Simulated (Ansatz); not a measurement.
GaNi (Pm-3m)

All numbers below come from DFT r2SCAN, scalar-relativistic, plane waves, PAW (Ansatz 0.2.0).

Settings: cutoff 500 eV, Γ-centred mesh 14×14×14 on the computed 2-atom cell, Gaussian smearing of 0.10 eV; no spin polarisation.

The structure is relaxed at this level of theory with its symmetry kept. Whether it is the stable form of this composition wasn't checked.

It takes space group Pm-3m (No. 221, cubic). The conventional cell has a = 2.878 Å, b = 2.878 Å, c = 2.878 Å, α = 90.00°, β = 90.00°, γ = 90.00°. Around Ga (site symmetry m-3m) lie 8 Ni at 2.49 Å. Around Ni (site symmetry m-3m) lie 8 Ga at 2.49 Å.

| Property | Result |
| --- | --- |
| Volume per atom | 11.92 Å³ |
| Formation energy from the elements' standard states (uncorrected) | -0.361 eV/atom |
| Generalised Kohn–Sham band gap | none (metal) |
| Density of states at the Fermi level | 0.83 states/eV per cell |
| Löwdin character within 0.5 eV of the Fermi level | Ni 3d 61 %, Ga 4p 28 % |
| Bulk modulus | 176 GPa |
| Its pressure derivative | 4.8 |
| Bader charges (e) | Ga (1 in the cell) 0.34, Ni (1 in the cell) -0.34 |

A ferromagnetic start lost its moments in a first run, so spin was left out; other magnetic orders weren't tried.

Cost: 9 runs of about 2.4 core-minutes in all, on Oxide Virtual Turin-like Processor (Zen 5) (shared hosts).